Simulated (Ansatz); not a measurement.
**Sb2As: from a trial structure to a relaxed crystal**

Level of theory: Ansatz 0.2.0, DFT PBE, scalar-relativistic, plane waves, PAW. Cutoff 420 eV, Γ-centred k mesh, Gaussian smearing, no spin polarisation in the final step.

The start puts Sb2As on the anti-fluorite structure type (Fm-3m, No. 225), with As in place of Ca, Sb in place of F, at a guessed volume.

```yaml
crystal:
  lattice:
    - [0.00000, 3.34596, 3.34596]
    - [3.34596, 0.00000, 3.34596]
    - [3.34596, 3.34596, 0.00000]
  atoms:
    - { symbol: Sb, position: [0.25000, 0.25000, 0.25000] }
    - { symbol: Sb, position: [0.75000, 0.75000, 0.75000] }
    - { symbol: As, position: [0.00000, 0.00000, 0.00000] }
```

Cell and atoms relax at zero pressure; the relaxation can't lower the symmetry of the start. After a coarse first stage the cell is made exact in the group found at 0.06 Å.

The zero of energy is the elements' standard structures at the same level; no fitted shifts are applied.

Task: Describe the relaxed structure.

Result: It keeps Fm-3m (No. 225). The result has the fluorite structure. Conventional cell: a = 6.981 Å. Around Sb lie 4 As at 3.02 Å and 6 Sb at 3.49 Å; As is coordinated by 8 Sb at 3.02 Å.

```xyz
3
Lattice="0.0000 3.4906 3.4906 3.4906 0.0000 3.4906 3.4906 3.4906 0.0000" Properties=species:S:1:pos:R:3 pbc="T T T"
Sb    1.7453    1.7453    1.7453
Sb    5.2359    5.2359    5.2359
As    0.0000    0.0000    0.0000
```

Task: What are its volume, energy, density and gap?

Result: The volume per atom is 28.35 Å³ and the density is 6.22 g/cm³. The energy over the elements is 0.35 eV/atom. The gap on the 12×12×12 mesh is 0 eV (a metal).

The final run used a 12×12×12 mesh on its 3-atom cell and 0.10 eV smearing. The k mesh leaves about 4 meV/atom of noise in metals. Spin–orbit coupling is left out. Symmetry constrained the relaxation, so the result can be a saddle point. The steps took of the order of 23 core-seconds in all.

Cost: 3 runs of about 0.38 core-minutes in all, on Intel Xeon 6975P-C (Granite Rapids) (shared hosts).